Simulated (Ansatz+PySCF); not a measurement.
The numbers below are computed, except where a source is named.
Input for PySCF 2.14.0:

```python
from pyscf import gto, scf, mp

mol = gto.M(atom="""
Li 0.000000 0.000000 -2.438740
Li 0.000000 0.000000 2.438740
""", basis='6-31g', charge=0, spin=0)
mf = scf.RHF(mol)
mf.kernel()
pt = mp.MP2(mf, frozen=None).run()
print(mf.e_tot, pt.e_corr, pt.e_tot)
```

The script is written out from the run's settings.

Results

| Quantity | Value |
| --- | --- |
| Converged | yes |
| Reference energy | -14.82738 hartree |
| Correlation energy | -0.02164 hartree |
| Total energy | -14.84902 hartree |

Caution: large amplitudes, a single reference is doubtful; an unrestricted determinant lies well below.
